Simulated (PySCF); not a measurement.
Gas-phase reaction: CH₃Cl + 3 Cl = CCl₄ + 3 H

Energies from PySCF (xtb for GFN2), thermal terms from the rigid-rotor harmonic-oscillator model, ideal gas at 1 bar. Table values come from the NASA 1993 polynomials. † marks an energy on the PBE0/def2-TZVP geometry and frequencies; other levels use their own. MP2 and CCSD(T) freeze the core. 6-31G* has spherical d functions here. Open shells (unrestricted): Cl (multiplicity 2, electronic degeneracy 6), H (multiplicity 2); the rest are closed-shell singlets. GFN2 has no spin-polarisation term. Spin-orbit splitting is ignored; it lowers the true energy and changes the entropy of Cl. B3LYP is the form with VWN-RPA correlation. MP2 isn't extrapolated to the basis-set limit; its ΔH°(298 K) is 255.1 kJ in def2-SVP and 212.8 kJ in def2-TZVPP. CCSD(T) isn't extrapolated to the basis-set limit; its ΔH°(298 K) is 328.4 kJ in def2-SVP and 303.5 kJ in def2-TZVPP. The harmonic model lacks anharmonicity and excited electronic states, which grow with temperature; levels with a mode under 35 cm⁻¹ are left out.

```
level               ΔH°(298 K), kJ  minus table  ΔG°(800 K), kJ
------------------  --------------  -----------  --------------
table                        276.3            -           326.1
B3LYP/6-31G*                 355.6         79.3           410.7
CCSD(T)/def2-SVP†            328.4         52.1           384.5
GFN2-xTB                     341.8         65.5           390.9
HF/6-31G*                    448.3        172.0           507.9
M06-2X/def2-TZVP†            263.0        -13.3           319.1
MP2/def2-TZVPP†              212.8        -63.5           268.9
PBE/def2-TZVP†               207.1        -69.2           263.1
PBE0/def2-SVP†               255.6        -20.7           311.7
PBE0/def2-TZVP               250.1        -26.2           306.2
r2SCAN/def2-TZVP†            249.8        -26.5           305.9
ωB97X-V/def2-TZVP†           263.7        -12.6           319.8
```
